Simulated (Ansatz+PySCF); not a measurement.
The numbers below are computed, except where a source is named.
## Ansatz (development build ahead of 0.2.0) run

```yaml
crystal:
  periodic: [false, false, false]
  atoms:
    - { symbol: F, position_ang: [0.0, 0.0, 0.0] }
    - { symbol: H, position_ang: [0.75753, 0.0, 0.63564] }
    - { symbol: H, position_ang: [-1.4237, 0.0, 1.19463] }
basis:
  gaussian: { orbitals: "6-31G" }
magnetization:
  spin_polarized: true
  initial_magnetization: 1
hamiltonian:
  xc: hf
correlation:
  method: ccsd_t
  frozen_orbitals: { F: 1, H: 0 }
```

The input is written out in the form of the current development build from the run's settings.

Output:

| Property | Result |
| --- | --- |
| Converged | yes |
| Reference energy | -100.46623 hartree |
| CCSD correlation energy | -0.13551 hartree |
| Triples correction | -0.00082 hartree |
| Total energy | -100.60256 hartree |
| Spin squared of the determinant | 0.751 |
| Stability test | minimum |
| T1 diagnostic | 0.009 |
| Largest doubles amplitude | 0.05 |
| Occupied orbitals by symmetry in an Abelian subgroup (alpha; beta) | 5 A' 1 A''; 4 A' 1 A'' |
